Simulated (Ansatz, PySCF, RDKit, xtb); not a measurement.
**Which structure has the formula LiBHF?**

Given the formula LiBHF and nothing else, which arrangement of the atoms is the most stable in the gas at 298.15 K, and what are its properties?

Plan: many cheap relaxations first (GFN2-xTB), then density-functional screening, relaxation at PBE0-D3(BJ)/def2-SVP, vibrations and a final energy. The numbers are computed, not measured.

7 further runs of the same task are left out: 7 set aside as unsound or not needed.

## (1) Drawing up candidates

A program enumerates the bonding patterns with one Lewis structure each (two rings at most, one unusual centre or charged pair), with their diastereomers. O–O, O–halogen and N–halogen bonds and N–N–N chains are not drawn. That gives 3 candidates.

```
label         SMILES     spin
 c276  [BH+][Li-][F]  singlet
 c496    [LiH-][B+]F  singlet
 c808      [Li][BH]F  singlet
```

Candidates are built by distance geometry, with a force field where one applies, in up to four conformers (letters a to d). 6 starts with atoms placed at random are added, to find patterns that the rules miss.

**Question.** With final energies at CCSD(T)/def2-TZVPP, which structure will this search put lowest in free energy, and by what margin?

| quantity | value |
| --- | --- |
| lowest structure found | [Li][BH]F, singlet, Cs |
| next finalist | [Li]1[BH][F]1 ‡, singlet, 4.4 kcal/mol higher in G |
| share at equilibrium, among the finalists | 99.9 % |
| harmonic wavenumbers, lowest and highest (PBE0-D3(BJ)/def2-SVP) | 221 and 2380 cm⁻¹ |
| rotational constants, same geometry | 2.141, 0.3295, 0.2856 cm⁻¹ |
| dipole moment (PBE0/def2-TZVPD) | 5.91 D |
| HOMO energy (PBE0/def2-TZVPD) | -4.75 eV |
| LUMO energy (PBE0/def2-TZVPD) | -1.27 eV |
| HOMO–LUMO gap (PBE0/def2-TZVPD) | 3.48 eV |
| lowest excitation (TD-B3LYP/def2-SVPD) | 2.53 eV (f = 0.121) |
| strongest of the states computed, same level | 3.38 eV (f = 0.124) |
| lowest triplet excitation, same level, Tamm-Dancoff | 1.70 eV |
| vertical ionisation energy | 6.95 eV |
| vertical electron affinity | 0.35 eV |
| vertical triplet less singlet | +1.55 eV |

`[Li][BH]F` comes out lowest. Among the finalists first place is clear (4.4 kcal/mol); structures outside the list aren't covered. PBE0-D3(BJ)/def2-SVP, HF/def2-TZVPP and MP2/def2-TZVPP already put its bonding pattern lowest among the structures in one piece. Lowest found is not proven lowest: the search is finite, and each finalist counts with one conformer. Bonds to the alkali or alkaline-earth atom are largely ionic, and its place along soft bends is ill-defined.

‡ marks the bonded skeleton alone, with all bonds drawn single: no Lewis structure was assigned that passes a check against the bond lengths.
